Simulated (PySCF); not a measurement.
Species: C6H12.
Structure used (PBE0-D3(BJ)/def2-SVP), in Å, numbered top down from 1:
```xyz
18
C6H12 angstrom
C     -2.0262   -0.9723   -0.9577
C     -1.3974    0.2890   -0.4642
C     -0.1083    0.4939   -0.1477
C      0.3615    1.8258    0.3602
C      0.9529   -0.5745   -0.2337
C      1.2015   -1.2764    1.1001
H     -2.8002   -1.3264   -0.2554
H     -2.5350   -0.8114   -1.9233
H     -1.3032   -1.7891   -1.0901
H     -2.0822    1.1386   -0.3445
H      0.8475    1.7303    1.3464
H      1.1162    2.2614   -0.3174
H     -0.4657    2.5431    0.4592
H      1.8933   -0.1130   -0.5820
H      0.6842   -1.3239   -0.9939
H      1.4803   -0.5603    1.8889
H      2.0153   -2.0136    1.0195
H      0.2964   -1.8031    1.4392
```

Method used: core-valence-separated Tamm–Dancoff BHandHLYP/aug-pcX-1 (pcseg-1 on H) in PySCF, non-relativistic, gas phase, PBE0-D3(BJ)/def2-SVP geometry. Absolute energies from this functional tend to lie a few eV below measured edges; no shift was applied.

Task: Give energies, oscillator strengths and core holes at the C K edge.

Result: 
| E (eV) | f | core hole on | main final orbital | polarisation |
| --- | --- | --- | --- | --- |
| 283.00 | 0.0539 | C2 | LUMO+9 (30 %) | normal to the local trigonal plane |
| 283.04 | 0.0688 | C3 | spread | normal to the local trigonal plane |
| 285.32 | 0.0078 | C6 | LUMO (54 %) | – |
| 285.37 | 0.0095 | C4 | LUMO (43 %) | – |
| 285.37 | 0.0066 | C1 | LUMO+1 (43 %) | – |
| 285.51 | 0.0123 | C5 | LUMO (55 %) | – |
| 285.60 | 0.0160 | C2 | spread | in the local trigonal plane |
| 285.72 | 0.0123 | C4 | LUMO+3 (34 %) | – |
| 285.89 | 0.0110 | C1 | spread | – |
| 285.98 | 0.0246 | C6 | LUMO+3 (43 %) | – |
| 286.09 | 0.0149 | C6 | LUMO+1 (32 %) | – |
| 286.12 | 0.0343 | C5 | spread | – |
| 286.13 | 0.0219 | C1 | spread | – |
| 286.13 | 0.0353 | C4 | spread | – |
| 286.27 | 0.0044 | C5 | LUMO+5 (32 %) | – |
| 286.34 | 0.0190 | C1 | spread | – |
| 286.41 | 0.0007 | C3 | LUMO (73 %) | – |
| 286.46 | 0.0161 | C4 | LUMO+9 (36 %) | – |
| 286.47 | 0.0027 | C2 | LUMO+1 (60 %) | in the local trigonal plane |
| 286.49 | 0.0063 | C6 | spread | – |
| 286.70 | 0.0021 | C5 | LUMO+3 (46 %) | – |
| 286.75 | 0.0018 | C2 | LUMO (39 %) | mixed |
| 286.82 | 0.0022 | C1 | spread | – |
| 286.82 | 0.0127 | C6 | spread | – |
| 286.83 | 0.0014 | C2 | LUMO+3 (47 %) | normal to the local trigonal plane |
| 286.84 | 0.0005 | C4 | LUMO+1 (30 %) | – |
| 286.87 | 0.0030 | C3 | LUMO+1 (85 %) | in the local trigonal plane |

The first line with a tenth or more of the strongest one's intensity is at 283.00 eV (f = 0.054), with the hole on C2 (alkene CH carbon), polarised normal to the local trigonal plane: a 1s→π* resonance. The strongest listed is at 283.04 eV (f = 0.069; C3, 1s→π*).

Roots within 0.03 eV whose holes lie on the same, on equivalent or on shared atoms are summed into one line, and the highest roots are left out, as the search may have cut off their partners. Final orbitals are the ground state's empty Kohn–Sham orbitals. A dash: too weak, shared between unlike atoms, or no plane or axis to refer to.

Task: What is the summed oscillator strength of the listed C K lines, and their intensity-weighted mean energy?

Result: Σf = 0.402 over 27 lines from 283.00 to 286.87 eV; the weighted mean is 285.14 eV. The strongest line holds 17 % of the sum.

The list ends where the root search ended, not at a threshold.

On one thread of an Intel Xeon Platinum 8488C (shared host), this took 33 s and 1.1 GiB of memory at its peak.

One conformer stands for the species.
